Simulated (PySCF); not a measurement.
# C4H7Cl ((Chloromethyl)cyclopropane): the cost of one run

The runs use PySCF 2.14.0, with density-fitted response routines of our own; the level of theory stands in each step. All values are computed, except where a source is named. Atoms are numbered from 0 throughout.

### Step 1. The molecule as given

12 atoms, charge 0, multiplicity 1; geometry from: GFN2-xTB. The atoms were then displaced at random by about 0.01 Å, so the start is not that level's minimum.

Bonds of the start (Å): Cl0–C1 1.82, C1–C2 1.52, C2–C3 1.47, C3–C4 1.51, C4–C2 1.49, C1–H5 1.09, C1–H6 1.10, C2–H7 1.08, C3–H8 1.09, C3–H9 1.09, C4–H10 1.10, C4–H11 1.06.

### Step 2. Geometry optimisation at PBE0-D3(BJ)/def2-TZVP

What the job is given:

```
{"job": {"xc": "PBE0", "basis": "def2-TZVP", "d3": "d3bj", "grid": 2, "shake": 0.01, "kind": "geom"}, "charge": 0, "multiplicity": 1}
Cl     2.261180    -1.570740     0.364880
C      1.410130     0.035620     0.205530
C      0.090390    -0.117370    -0.522790
C     -0.976550     0.839160    -0.209500
C     -1.100630    -0.596320     0.226050
H      1.265330     0.418050     1.218600
H      2.112960     0.689680    -0.332500
H      0.233300    -0.437400    -1.545590
H     -0.841260     1.600710     0.562260
H     -1.638200     1.163090    -1.011130
H     -0.993530    -0.807880     1.296740
H     -1.783410    -1.244850    -0.261560
```

Run with:

```console
$ OMP_NUM_THREADS=1 python probes_run.py task.json out
```

One launch serves the whole session: the jobs run in the order shown.

**Question.** How long does this first job take on 1 thread of Intel Xeon 6975P-C, shared host, and how much memory does it need?

About 82 s, with a peak of 0.9 GiB.
